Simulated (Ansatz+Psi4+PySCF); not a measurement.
Two shapes of doublet COS(+).

Shape 1:

```xyz
3

O     0.0000    0.0000   -1.6992
C     0.0000    0.0000   -0.5205
S     0.0000    0.0000    1.0448
```

Shape 2:

```xyz
3

O    -0.0020    0.0072   -1.7059
C     0.0062   -0.0040   -0.5138
S     0.0033    0.0078    1.0395
```

Basis set: cc-pVTZ on C, O; cc-pV(T+d)Z on S (spherical functions). Correlated methods keep 7 orbitals frozen. Correlation on ROHF uses semicanonical orbitals with singles. Charge 1, multiplicity 2.

Computed with Ansatz (development build ahead of 0.2.0) and Psi4 1.11; each method stands on the lowest determinant of its kind that the runs found.

Task: Which shape is lower in energy, and by how much in each method?

Result:

| method | E(2) − E(1) (eV) |
| --- | --- |
| ROHF | 0.169 |
| ROHF-CCSD | 0.098 |
| UHF-CCSD | 0.091 |
| ROHF-CCSD(T) | 0.081 |
| UHF-CCSD(T) | 0.084 |

Shape 1 is lower. Caution for UHF-CCSD, UHF-CCSD(T): large amplitudes, a single reference is doubtful; the unrestricted determinant is spin contaminated.
